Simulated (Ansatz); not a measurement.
Process, species as SMILES: C#N (CH-N) → C atom + H atom + N atom
B3LYP-D3(BJ)/def2-TZVP geometries, fixed; electronic energies without zero-point terms.
Largest species:
```
C
N 1 1.1462
H 1 1.0667 2 180.00
```

Basis-set convergence of the atomisation energy at MP2 with Ansatz (a quantum-chemistry and plane-wave program). Cartesian d functions, on some or all atoms, in 6-31G*; all else is spherical. Cores are frozen. Open shells are unrestricted. No added dispersion term, no relativity. Functions are those of the species that has most. Reference: Hartree-Fock in aug-cc-pVQZ plus the correlation part extrapolated as X^-3 from aug-cc-pVTZ and aug-cc-pVQZ, 323.53 kcal/mol, itself unsure by roughly 1.44 kcal/mol (a third of the extrapolation step and of the last Hartree-Fock step). Deviations are taken from unrounded values.

| basis | functions | atomisation energy (kcal/mol) | minus reference (kcal/mol) |
|---|---|---|---|
| pcseg-0 | 20 | 268.20 | -55.34 |
| 6-31G* | 32 | 294.10 | -29.43 |
| def2-SVPD | 48 | 306.66 | -16.88 |
| aug-cc-pVDZ | 55 | 296.11 | -27.42 |
| aug-pcseg-1 | 55 | 302.91 | -20.62 |
| def2-TZVP | 68 | 311.63 | -11.91 |
| cc-pVTZ | 74 | 312.38 | -11.16 |
| pcseg-2 | 74 | 314.16 | -9.37 |
| def2-TZVPD | 83 | 312.13 | -11.40 |
| 6-311++G(3df,3pd) | 96 | 315.41 | -8.12 |
| aug-pcseg-2 | 115 | 315.18 | -8.35 |
| cc-pVQZ | 140 | 319.08 | -4.45 |
| def2-QZVPP | 144 | 319.10 | -4.43 |
